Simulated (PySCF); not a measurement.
Molecule: `InChI=1S/BH6N/c1-2/h1-2H3`.

Geometry:
| atom | x (Å) | y (Å) | z (Å) |
| --- | --- | --- | --- |
| B1 | -0.806 | 0.106 | -0.039 |
| N2 | 0.813 | -0.118 | 0.005 |
| H3 | -1.219 | -0.670 | -0.893 |
| H4 | -0.964 | 1.282 | -0.339 |
| H5 | -1.203 | -0.163 | 1.088 |
| H6 | 1.047 | -1.079 | 0.253 |
| H7 | 1.252 | 0.495 | 0.693 |
| H8 | 1.238 | 0.080 | -0.902 |

Spin–spin couplings on one PBE0-D3(BJ)/def2-SVP geometry, PySCF 2.14.0 with density-fitted response routines, gas phase, non-relativistic, equivalent pairs averaged; isotopes 11B, 1H, 15N; functional B3LYP.

How do the couplings (Hz) change with the basis set? Times are CPU seconds on shared hosts with different chips, so compare them loosely. Far from the basis limit: 6-31G*, pcJ-0, def2-TZVP, cc-pVTZ.

## Answers


```
    basis set  functions  1J(B1,H3)  1J(N2,H6)  1J(B1,N2)  2J(H6,H7)  2J(H3,H4)  2J(B1,H6)  3J(H3,H6)  core-s
       6-31G*         40      121.5      -69.6       -6.0      -12.6       -9.4       -2.5        4.9       2
        pcJ-0         44       98.9      -57.1       -1.6      -11.8       -9.6       -2.6        5.5       2
    def2-TZVP         98      105.2      -66.6       -1.5      -11.2       -7.1       -2.5        5.1     4.2
        pcJ-1        114      110.7      -71.8       -2.2      -11.9       -8.9       -2.7        6.4     3.7
      cc-pVTZ        144      105.9      -60.2       -0.3      -10.2       -7.3       -2.0        4.9     6.3
aug-cc-pVTZ-J        212      111.2      -72.5       -1.8      -11.7       -8.7       -2.5        6.6      12
        pcJ-2        246      110.0      -71.8       -2.0      -11.4       -8.6       -2.5        6.6      14
```

The Fermi-contact term samples the wavefunction at the nucleus, which is why sets with added tight s functions (names with J) are made for couplings.
